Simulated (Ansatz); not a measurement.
Elastic constant C12 (GPa) of 37 elemental solids other than molecular ones, computed with LDA (Ansatz, a program for electronic structure, PAW) and with PBEsol (PAW; Ansatz). The set holds measured phases with no doubt noted on the run or the magnetic state but for the caveats below. 8 more of the class have both values but aren't in it, for one of these reasons: built or high-temperature cells, doubts on the run or the magnetic state, unlike cells, values of zero, layered or molecular crystals. Solids without a value at one level (not run, failed, or a magnetic order lost), or held back for tests, aren't counted.

Every twentieth of the way through the set, in order of the shift (worked out from unrounded values):

```csv
solid,LDA,PBEsol,shift (%)
bcc Rb,3.38,2.77,-18.3
hcp Zn,58.4,48.2,-17.6
bcc Cs,2.32,1.92,-17.1
double-hcp La,18.9,15.7,-16.9
fcc Ag,124,105,-14.9
bcc Na,8.49,7.30,-14.0
fcc Sr,12.2,10.7,-12.6
fcc Cu,166,147,-11.5
fcc Au,184,164,-10.6
bcc Li,14.3,12.9,-10.2
fcc Pd,205,184,-10.0
hcp Ti,98.6,89.4,-9.4
fcc Rh,225,208,-7.8
fcc Pt,270,252,-6.6
hcp Ru,217,203,-6.2
hcp Co,206,194,-5.8
hcp Tc,252,240,-4.6
hcp Sc,40.6,38.9,-4.2
hcp Re,295,285,-3.2
hcp Y,24.9,24.6,-1.5
white tin (β-Sn),64.8,64.2,-0.9
```

The shift from LDA to PBEsol has a median of -10.0 %, and eight in ten lie between -17.2 % and -2.8 %; PBEsol is the larger in 0 of 37. Each level is at its own cell, so the shift holds the change of volume too.

Ansatz's runs of these crystals have no spin polarisation, but for bcc Fe, hcp Co, fcc Ni.

Density-functional runs with spin start from parallel moments for bcc Fe, parallel moments for hcp Co, parallel moments for fcc Ni.

Spin–orbit coupling is left out, also for the solids with elements from indium on (fcc Pt, hcp Os, bcc Ba, white tin (β-Sn), double-hcp La, hcp Tl, fcc Ir, hcp Re, bcc Cs, hcp Hf and 3 more); its size isn't shown.

Each level is taken at its own relaxed cell. Ansatz's density-functional and Hartree–Fock values are scalar-relativistic unless marked +SOC, with PAW data made under PBE.
